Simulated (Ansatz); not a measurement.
# Basis-set limit of B₂H₅, doublet

| atom | x (Å) | y (Å) | z (Å) |
| --- | --- | --- | --- |
| B | -1.3439 | 0.0000 | 0.0000 |
| H | -1.9407 | 1.0336 | 0.0000 |
| H | -1.9407 | -1.0336 | 0.0000 |
| H | 0.1741 | 0.0000 | 0.0000 |
| B | 1.3440 | 0.0000 | 0.0000 |
| H | 1.8531 | 0.0000 | 1.0770 |
| H | 1.8531 | 0.0000 | -1.0770 |

Ansatz 0.2.0, UHF determinant, valence electrons correlated. Energies in eV.

| set | X | functions | Hartree–Fock | MP2 correlation | CCSD(T) correlation | time |
| --- | --- | --- | --- | --- | --- | --- |
| def2-TZVPP | 3 | 132 | -1418.1670 | -5.7828 | -7.0532 | 14 s on 1 × NVIDIA H100 80GB HBM3 with 1 thread of AMD EPYC 7R13 Processor (Zen 3), on a shared host |
| def2-QZVPP | 4 | 264 | -1418.2514 | -6.1256 | -7.3186 | 55 s on 1 × NVIDIA H100 80GB HBM3 with 1 thread of AMD EPYC 7R13 Processor (Zen 3), on a shared host |

Hartree–Fock is taken to follow E(X) = E∞ + A·exp(−7.88·√X), correlation E(X) = E∞ + B·X^−2.97.

**Question.** Work out the CCSD(T) energy at the limit, and how far the shortcut misses it that extrapolates MP2 and adds CCSD(T) minus MP2 from the smaller set.

**Answer.** Hartree–Fock: E∞ = E4 + 0.1377·(E4 − E3) = -1418.2631. Correlation: E∞ = E4 + 0.7407·(E4 − E3) = -7.5152 for CCSD(T) and -6.3795 for MP2. The limit is -1425.7783 eV, 0.208 eV below def2-QZVPP. The shortcut gives a correlation energy of -6.3795 + (-1.2704) = -7.6499, 135 meV lower than the direct value.
